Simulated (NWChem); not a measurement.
**A calculation on ClNa**

Everything below was run with NWChem. The geometry was optimised at B3LYP/def2-SVP, a minimum by its harmonic frequencies.

Input file:

```
start mol
memory heap 200 mb stack 900 mb global 1100 mb
geometry "system" units angstroms nocenter noautoz noautosym
  Na     0.000000     0.000000    -1.420937
  Cl     0.000000     0.000000     0.919430
end
set geometry "system"
basis spherical
  * library 6-31g*
end
dft
  xc b3lyp
  semidirect memsize 60000000 filesize 0
  iterations 100
  convergence energy 1e-10 density 1e-9 gradient 1e-8
  tolerances tight
end
task dft energy
rt_tddft
  tmax 150.0
  dt 0.2
  tag "kick"
  print dipole
  field "kick"
    type delta
    polarization y
    max 0.0001
  end
  excite "system" with "kick"
end
task dft rt_tddft
```

Change of the dipole's y component after the kick, in units of 1e-4 a.u.:

```
time (a.u.)      Δμ
-----------  ------
0.0           0.000
0.4           0.238
0.8           0.479
1.2           0.635
1.6           0.638
2.0           0.540
2.4           0.352
2.8           0.174
3.2           0.027
3.6          -0.018
4.0           0.026
4.4           0.141
4.8           0.287
5.2           0.401
5.6           0.453
6.0           0.412
6.4           0.305
6.8           0.148
7.2           0.020
7.6          -0.076
8.0          -0.065
8.4          -0.003
8.8           0.132
9.2           0.248
9.6           0.348
10.0          0.352
10.4          0.312
10.8          0.182
11.2          0.068
11.6         -0.060
12.0         -0.104
12.4         -0.111
12.8         -0.033
13.2          0.044
13.6          0.143
14.0          0.165
14.4          0.160
14.8          0.070
15.4         -0.082
15.8         -0.158
16.2         -0.182
16.6         -0.138
17.0         -0.052
17.4          0.059
17.8          0.124
18.2          0.142
18.6          0.060
19.0         -0.077
19.4         -0.268
19.8         -0.433
20.2         -0.558
20.6         -0.566
21.0         -0.499
21.4         -0.324
21.8         -0.138
22.2          0.056
22.6          0.165
23.0          0.209
23.4          0.145
23.8          0.054
24.2         -0.077
24.6         -0.143
25.0         -0.171
25.4         -0.100
25.8          0.002
26.2          0.144
26.6          0.235
27.0          0.292
27.4          0.242
27.8          0.151
28.2          0.002
28.6         -0.120
29.0         -0.209
29.4         -0.211
29.8         -0.157
```
